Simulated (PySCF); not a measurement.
Compound: H4NP.
Geometry (PBE0-D3(BJ)/def2-SVP, Å), atoms numbered from 1 in this order:
```xyz
6
H4NP angstrom
N      1.1414    0.6563   -0.0926
P     -0.2765    0.0025    0.0127
H      1.9118   -0.0083   -0.1437
H     -0.8278   -0.8367   -1.0206
H     -1.2665    1.0088    0.0739
H     -0.6761   -0.8186    1.1272
```

Level of theory: PySCF 2.14.0, density-fitted response routines, TDDFT CAM-B3LYP/def2-SVPD, vertical, gas phase, core orbitals frozen in the response.

Ground-to-excited transition dipoles (e·a0, same axes as the geometry; the sign carries no meaning), for the states with f of 0.002 or more among the lowest 8:

| state | E (eV) | μx | μy | μz |
| --- | --- | --- | --- | --- |
| S1 | 5.411 | -0.030 | -0.003 | -0.421 |
| S2 | 6.071 | 0.023 | 0.002 | 0.327 |
| S3 | 6.554 | -0.145 | -0.379 | 0.012 |
| S5 | 7.058 | -0.176 | -0.030 | 0.014 |
| S6 | 7.424 | 0.503 | 0.599 | -0.041 |
| S7 | 7.850 | 0.013 | 0.003 | 0.162 |
| S8 | 7.899 | -0.020 | -0.004 | -0.222 |

Task: What oscillator strength does each state have?

Result: f = (2/3) ΔE |μ|² with ΔE in hartree (27.2114 eV).

```csv
state,|μ|² (au),|μ| (D),f
S1,0.179,1.07,0.024
S2,0.107,0.83,0.016
S3,0.165,1.03,0.026
S5,0.032,0.46,0.006
S6,0.613,1.99,0.112
S7,0.027,0.41,0.005
S8,0.050,0.57,0.010
```

Task: What is the point group, and which symmetry does each of these states have?

Result: Cs. From a totally symmetric ground state, an allowed state transforms like the component of the dipole operator along its μ. Polarised normal to the mirror plane, so A″: S1, S2, S7 and S8. Polarised in the mirror plane, so A′: S3, S5 and S6.

Task: What angle do the transition dipoles of S2 and S6 make?

Result: |cos θ| = |μa·μb| / (|μa| |μb|) = 0.00, so θ ≈ 90° (taken between 0 and 90°, since the signs are arbitrary).

Task: How is the summed strength of these states shared among x, y and z?

Result: (2/3) Σ ΔE μα² gives 0.055 for x, 0.089 for y and 0.054 for z, 0.198 in all.

Task: What peak molar absorption coefficient would the strongest computed level give as a lone Gaussian band 0.3 eV wide at half height?

Result: ε(max) = 2.175×10⁸ f / FWHM, with the width in cm⁻¹. S6: 2.175×10⁸ × 0.1116 / 2420 ≈ 10000 L mol⁻¹ cm⁻¹.

All these states lie below the vertical ionisation energy of 9.18 eV (ΔSCF).

On one thread of an x86-64 server (shared host), this took 8.8 s wall (grids of density and orbitals included).
